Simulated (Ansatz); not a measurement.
System: C$_{2}$H$_{6}$, charge 1, multiplicity 2. 
Geometry from a B3LYP-D3(BJ)/def2-TZVP (Ansatz, a program for electronic structure) optimisation:
```
C
H 1 1.0844
C 1 1.4343 2 118.36
H 3 1.0844 1 118.36 2 180.00
H 1 1.1399 2 111.95 3 133.47
H 3 1.1399 4 111.95 1 -133.47
H 1 1.1399 2 111.95 5 93.07
H 3 1.1399 4 111.95 6 -93.07
```
Charge +1, spin multiplicity 2.

Parts of the frozen-core correlation energy in def2-SVPD (Ansatz, hartree). Frozen orbitals: 2; correlated occupied orbitals by spin: 7 and 6; virtual: 79 and 80. UHF or UKS for open shells. No spin-orbit coupling. Non-relativistic.

```csv
term,value
reference (HF),-78.76080
MP2 opposite-spin,___
MP2 same-spin,-0.06610
CCSD correlation,___
(T),___
T1 diagnostic,0.010
largest doubles amplitude,0.040
<S^2> of the reference,0.770
```

Task: What belongs in the gaps?

Result: 
- MP2 opposite-spin, value: -0.23377
- CCSD correlation, value: -0.33261
- (T), value: -0.01097
